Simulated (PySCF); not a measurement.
**Bond curve of Mg₂**

Set-up: basis Mg def2-TZVPP; no relativity; PySCF 2.14. Energies in eV from Mg + Mg in their ground configurations at the same level. All curves are PBE0. state 1: ¹Σg⁺ (singlet), closed shell; state 2: triplet, unpaired electrons σ ↑, π ↑, a second solution, started from another occupation; state 3: Ms = 0 determinant of mixed spin (⟨S²⟩ near 1.1), unpaired electrons σ ↑, π ↓, a second solution, started from another occupation.

| R (Å) | state 1 | state 2 | state 3 |
| --- | --- | --- | --- |
| 3.123 | -0.0367 | 1.5017 | 1.7404 |
| 3.268 | -0.0788 | 1.6143 | 1.8593 |
| 3.413 | -0.0999 | 1.7389 | 1.9902 |
| 3.522 | -0.1064 | 1.8359 | 2.0919 |
| 3.631 | -0.1074 | 1.9333 | 2.1940 |
| 3.740 | -0.1046 | 2.0296 | 2.2952 |
| 3.885 | -0.0972 | 2.1543 | 2.4265 |
| 4.067 | -0.0848 | 2.3016 | 2.5820 |
| 4.285 | -0.0688 | 2.4632 | 2.7535 |
| 4.575 | -0.0494 | 2.6508 | 2.9535 |

Q: Put a parabola through the three lowest points of the state 1 curve and estimate Re, k and ωe (reduced mass 11.99 u; 1 eV/Å² = 0.16022 mdyn/Å; ωe = 1302.8·√(k/μ) cm⁻¹).

A: Through R = 3.522, 3.631, 3.74 Å the second-order coefficient is 0.160 eV/Å², so Re ≈ 3.605 Å, k ≈ 0.0512 mdyn/Å and ωe ≈ 85 cm⁻¹. A polynomial fit of higher order to the unrounded PBE0 energies gives Re = 3.601 Å, k = 0.0561 mdyn/Å, ωe = 89.1 cm⁻¹; anharmonicity and rounding make the difference.

The higher-order fit for each curve: state 1: Re = 3.601 Å, ωe = 89.1 cm⁻¹, De = 0.108 eV. State 2 gave no clean fit. State 3 gave no clean fit.

Closed-shell solutions of metal pairs were not tested for spin polarisation, which can lower them a little. The bond is weak. Basis-set superposition, not corrected here, can be much of De in a small basis, most of all at correlated wavefunction levels. Functionals without a dispersion term scatter widely for such bonds, and LDA overbinds them.
